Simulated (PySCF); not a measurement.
SN: frontier orbitals

PBE at R = 1.506 Å; S x2c-SVPall, N x2c-SVPall; spin-free X2C with a Gaussian nucleus (PySCF 2.14). State: ²Π (doublet), unpaired electrons π ↑. Only the outer orbitals are listed, counted within each symmetry.

| spin | orbital | occ. | ε (eV) | on S (%) | main shells (%) |
| --- | --- | --- | --- | --- | --- |
| α | 5σ | 1 | -23.37 | 46 | 45 N s, 37 S s, 9 N p |
| α | 6σ | 1 | -14.77 | 71 | 55 S s, 29 N s, 15 S p |
| α | 2π | 1 | -9.68 | 57 | 55 S p, 43 N p |
| α | 2π | 1 | -9.64 | 54 | 53 S p, 46 N p |
| α | 7σ | 1 | -9.05 | 29 | 49 N p, 26 S p, 22 N s |
| α | 3π | 1 | -4.56 | 50 | 50 N p, 47 S p |
| α | 3π | 0 | -4.44 | 48 | 52 N p, 45 S p |
| α | 8σ | 0 | 1.33 | 97 | 68 S p, 16 S d, 15 N p |
| α | 9σ | 0 | 7.87 | 102 | 103 S s |
| β | 5σ | 1 | -22.92 | 49 | 41 N s, 39 S s, 9 N p |
| β | 6σ | 1 | -14.14 | 71 | 53 S s, 29 N s, 17 S p |
| β | 2π | 1 | -9.47 | 60 | 59 S p, 40 N p |
| β | 2π | 1 | -8.63 | 63 | 62 S p, 37 N p |
| β | 7σ | 1 | -8.62 | 28 | 48 N p, 25 S p, 24 N s |
| β | 3π | 0 | -4.09 | 45 | 55 N p, 42 S p |
| β | 3π | 0 | -3.08 | 42 | 58 N p, 39 S p |
| β | 8σ | 0 | 1.61 | 97 | 67 S p, 16 S d, 15 N p |

Problem. Which are the highest filled and the lowest empty level, where do they sit, and how wide is the gap?

Solution. Highest filled α 3π at -4.56 eV (in %: 50 N p, 47 S p); lowest empty α 3π at -4.44 eV (in %: 52 N p, 45 S p); the gap at PBE is 0.12 eV. Both belong to one degenerate shell, split only by its one-sided filling, so this is no excitation gap.

```
bond order (Mayer)                             : 2.36
⟨S²⟩                                           : 0.753
charge on S (Mulliken, basis-dependent)        : 0.22
charge on S (Löwdin, basis-dependent)          : 0.32
dipole moment (positive dipole means S(−)N(+)) : -1.78 D
polarisability along the bond                  : 26.4 bohr³
polarisability across the bond                 : 11.3 bohr³
```

Shares are Mulliken populations and can fall outside 0 to 100 %.

The state was picked by a PBE0 search and need not be the measured ground state.
